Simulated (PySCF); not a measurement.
Species: C₄H₃N.
Bonds: C1–C2, C2–C3 (triple), C3–C4, C4–N5 (triple). Hydrogens: H6, H7, H8 on C1.

Computed geometry: GFN2-xTB, gas phase.

Task: What internal coordinates does the optimisation give?

Result: 
```json
{"bond": "C1–C2", "length (bohr)": "2.714", "order": "single"}
{"bond": "C2≡C3", "length (bohr)": "2.282", "order": "triple"}
{"bond": "C3–C4", "length (bohr)": "2.572", "order": "single"}
{"bond": "C4≡N5", "length (bohr)": "2.172", "order": "triple"}
{"bond": "C1–H6, C1–H7, C1–H8", "length (bohr)": "2.060", "order": "single"}
```

Bonds in one row agree within 0.02 bohr and their mean is given. Orders are formal, as drawn. A selection of angles:
```json
{"angle": "C2–C1–H6", "degrees": "109.9"}
{"angle": "H6–C1–H7", "degrees": "109.0"}
{"angle": "C1–C2–C3", "degrees": "180.0"}
{"angle": "C2–C3–C4", "degrees": "180.0"}
{"angle": "C3–C4–N5", "degrees": "180.0"}
```

The C–C distances run from 1.208 Å (C2≡C3, drawn triple) to 1.436 Å (C1–C2, drawn single), a spread of 0.228 Å. The 5 heavy atoms lie on one line within 0.05 Å.

Point group: C3v (every atom within 0.08 Å of its image). Not checked by GFN2-xTB frequencies.
